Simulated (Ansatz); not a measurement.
# C2H3Al (ethynylalumane): the energy to break a bond

C2H3Al has 6 atoms, charge 0, and is taken as a singlet. SMILES: `C#[C][AlH2]`. Geometry: optimised at wB97X-V/def2-SVP.

```tsv
atom	x (Å)	y (Å)	z (Å)
C	-0.7985	-1.6491	-0.3002
C	-0.2675	-0.5677	-0.1070
Al	0.5695	1.1336	0.1967
H	-1.2680	-2.6049	-0.4711
H	1.3630	1.8186	-0.9868
H	0.4436	1.8055	1.6222
```

Wanted: the dissociation energy of the H6–Al3 bond into doublet H and doublet C2H2Al (shapes relaxed at wB97X-V/def2-SVP, no zero-point term). 1 Eh = 2625.50 kJ/mol = 27.2114 eV. Totals in Eh; open shells run unrestricted unless said.

```tsv
level	program	C2H3Al	doublet H	doublet C2H2Al
HF/def2-TZVPP	Ansatz	-319.372334	-0.499810	-318.762839
PBE/def2-TZVPP	Ansatz	-320.154770	-0.499616	-319.523728
B3LYP/def2-TZVPP	Ansatz	-320.434477	-0.502154	-319.793073
```

Q: Work out the dissociation energy at each level.

A: 
1. HF/def2-TZVPP: (-0.499810) + (-318.762839) − (-319.372334) = 0.109685 Eh = 288.0 kJ/mol = 2.98 eV.
2. PBE/def2-TZVPP: (-0.499616) + (-319.523728) − (-320.154770) = 0.131426 Eh = 345.1 kJ/mol = 3.58 eV.
3. B3LYP/def2-TZVPP: (-0.502154) + (-319.793073) − (-320.434477) = 0.139250 Eh = 365.6 kJ/mol = 3.79 eV.

The levels span 288 to 366 kJ/mol; no measured value is set beside them. Hartree–Fock lacks the correlation of the bonding electrons, so it comes out low. A bond enthalpy at 298 K also holds the loss of zero-point energy and thermal terms.
